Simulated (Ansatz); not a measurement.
System: C3H5 (charge -1, singlet). It need not be the lowest isomer of its formula. Whether it binds its extra electron was not tested at this geometry. SMILES: C=C[CH2-]
Geometry from a B3LYP-D3(BJ)/def2-TZVP (Ansatz, an electronic-structure program) optimisation:
```xyz
8

C      1.2797     0.0180     0.1167
C     -0.0464     0.3548    -0.1261
H      1.5654    -0.9654     0.4812
H      2.0765     0.7330    -0.0518
H     -0.1806     1.3808    -0.4905
C     -1.2360    -0.3519     0.0019
H     -1.2585    -1.3806     0.3522
H     -2.1863     0.1063    -0.2464
```
Charge -1, spin multiplicity 1.

Q: Give the harmonic wavenumbers at B3LYP-D3(BJ)/def2-TZVP (Ansatz, finite differences of forces, unscaled).

A: 255, 367, 432, 514, 663, 927, 968, 1015, 1227, 1275, 1419, 1482, 1573, 2995, 3088, 3096, 3162, 3167 cm⁻¹. Zero-point energy 39.5 kcal/mol.

Q: From these and the geometry, give the ideal-gas thermochemistry at 298.15 K and 1 atm (rigid rotor, harmonic oscillator).

A: Point group C2v, rotational symmetry number 2. Rotational constants 61.12, 9.645, 8.33 GHz. S(trans) 37.07, S(rot) 20.33, S(vib) 5.04, S(elec, spin only) 0.00, S 62.4 cal/(mol K). H(298) - H(0) 3.38 kcal/mol; G - E(el) 24.3 kcal/mol.
